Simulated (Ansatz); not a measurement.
Ansatz results at the PBE0-D4/def2-TZVP geometry: HOMO–LUMO gap (PBE0/def2-TZVPP) 7.66 eV; HOMO–LUMO gap (ωB97M-V/def2-TZVPP) 11.84 eV; vertical ionisation energy (CCSD(T)/CBS(def2)) 9.34 eV.

Each molecule was computed in one conformer, which needn't be the lowest.

Task: Which molecule gave them?
A. `C/C=C\C(C)C`
B. `CCC=C(C)C`
C. `C/C=C(/C)CC`
D. `C/C=C(\C)CC`

Result: A. The others give `C/C=C(\C)CC`: 7.39, 11.41, 8.98; `CCC=C(C)C`: 7.36, 11.40, 8.99; `C/C=C(/C)CC`: 7.35, 11.36, 8.97.
